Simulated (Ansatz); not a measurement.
The first iterations of a band of BFH$_{2}$O (5 atoms, charge 0, multiplicity 1).

Method: RKS PBE-D4/def2-SVP in Ansatz 0.2.0.

- movable images: 5
- climbing image: yes
- spring: 5.0 eV/Å²
- optimiser: quadratic models (default)
- start path: through a guess of the saddle point
- force threshold: 0.03 eV/Å
- iteration limit: 60
- end points: relaxed

First end point:

```xyz
5
Properties=species:S:1:pos:R:3
B 0.385 -0.015 0.084
O 0.578 -0.119 1.419
H -0.263 -0.210 1.907
H 1.341 0.104 -0.651
F -0.857 -0.042 -0.427
```

Last end point:

```xyz
5
Properties=species:S:1:pos:R:3
B -0.251 -0.487 -0.791
O 0.763 0.380 1.320
H 0.517 -0.421 1.825
H 1.482 0.038 0.751
F -1.326 0.208 -0.774
```

| iteration | highest image above the first end (eV) | largest band force component (eV/Å) |
| --- | --- | --- |
| 1 | 6.301 | 7.194 |
| 2 | 4.913 | 4.544 |
| 3 | 4.486 | 2.021 |
| 4 | 4.496 | 1.125 |
| 5 | 4.461 | 0.668 |
| 6 | 4.459 | 0.414 |
| 7 | 4.451 | 0.772 |
| 8 | 4.442 | 1.042 |
| 9 | 4.439 | 0.445 |
| 10 | 4.437 | 0.379 |

Question: Does the band converge within its limit, and where does its top end?

Answer: The run converged. It ended after 30 iterations with the highest image 4.429 eV above the first end. Neighbouring images differ by up to 2.0 eV, so the band resolves the path poorly. A vibrational analysis at the climbing image gives one clearly imaginary mode, 1211i cm⁻¹: a first-order saddle point. The orbitals stay closed-shell, which can raise the energy where a bond breaks towards radicals; this wasn't checked here.

Run time: 99 s on 1 thread of AMD EPYC 7R43 64-Core Processor (Zen 3), with other jobs on the host, peak memory 0.11 GiB.
